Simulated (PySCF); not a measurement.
# C5H6: the cost of one run

Programs: PySCF 2.14.0, with density-fitted response routines of our own. Each step states its level of theory. These are calculated values for one molecule in the gas phase, unless marked as measured. Atoms count from 0, in the outputs and in this text.

### Step 1. Starting geometry

11 atoms, charge 0, multiplicity 1; geometry from: MMFF94s. The atoms were then displaced at random by about 0.03 Å, so the start is not that level's minimum.

Bonds of the start (Å): C0–C1 1.26, C1–C2 1.38, C2–C3 1.36, C3–C4 1.36, C0–H5 1.14, C0–H6 1.10, C1–H7 1.04, C4–H8 1.16, C4–H9 1.10, C4–H10 1.04.

### Step 2. Optimising the geometry at PBE0-D3(BJ)/def2-SVP

What the job is given:

```
{"job": {"xc": "PBE0", "basis": "def2-SVP", "d3": "d3bj", "grid": 1, "shake": 0.03, "kind": "geom"}, "charge": 0, "multiplicity": 1}
C     -2.302920     0.303290     0.919810
C     -1.603560    -0.574320     0.355130
C     -0.272860    -0.332730     0.070570
C      1.050490    -0.123940    -0.139780
C      2.358600     0.088600    -0.435060
H     -1.987830     1.374110     1.161880
H     -3.384300     0.179090     1.104580
H     -1.951360    -1.516820     0.093280
H      2.978990    -0.174360     0.506940
H      2.543410     1.161670    -0.570430
H      2.669400    -0.470060    -1.251070
```

Command:

```console
OMP_NUM_THREADS=1 python probes_run.py task.json out
```

One launch serves the whole session: the jobs run in the order shown.

Q: Estimate the wall time and peak memory of this first job on 1 thread of Arm Neoverse V1, shared host.

About 26 s, with a peak of 0.38 GiB.
